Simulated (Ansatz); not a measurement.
Ideal-gas functions of C4H3FO, SMILES `Fc1ccco1` at 400 K and 1 bar, from an Ansatz frequency run at PBE0-D4/def2-TZVP.

Molar mass 86.06 g/mol, point group Cs (symmetry number 1), electronic degeneracy 1, moments of inertia 54.101, 135.553, 189.654 u Å². Harmonic wavenumbers (cm⁻¹, unscaled): 301, 449, 621, 655, 682, 728, 795, 865, 898, 993, 1029, 1111, 1190, 1257, 1316, 1453, 1578, 1690, 3272, 3297, 3312.

Use S(trans) = R[1.5 ln M + 2.5 ln T − 1.1517]; rotational temperatures θ = 24.2544 K / I; S(rot) = R[ln(√π/σ · √(T³/θAθBθC)) + 1.5]; for each mode x = 1.438777 ν̃/T, S = R[x/(eˣ − 1) − ln(1 − e⁻ˣ)] and H = RT x/(eˣ − 1); 1 cm⁻¹ = 0.0119627 kJ/mol; R = 8.31446 J/(mol·K).

Q: By hand: the entropy, in J/(mol·K).

A: Translation 170.5. Rotation: θ = 0.4483, 0.1789, 0.1279 K, giving 111.0. Vibration, mode by mode: 8.05, 5.18, 3.17, 2.88, 2.67, 2.34, 1.94, 1.58, 1.44, 1.10, 0.99, 0.78, 0.62, 0.50, 0.42, 0.28, 0.19, 0.14, 0.00, 0.00, 0.00, in all 34.3. Electronic 0.0. Sum 315.8 J/(mol·K).

Q: By hand: H − E and G − E in kJ/mol, counted from the electronic energy.

A: Zero-point energy ½ × 27492 × 0.0119627 = 164.4; thermal vibration 9.5; translation, rotation and pV give 4 RT = 13.3. H − E = 187.2 kJ/mol, and G − E = 187.2 − 400 × 315.8/1000 = 60.9 kJ/mol.

Vibration gives 11 % of the entropy.
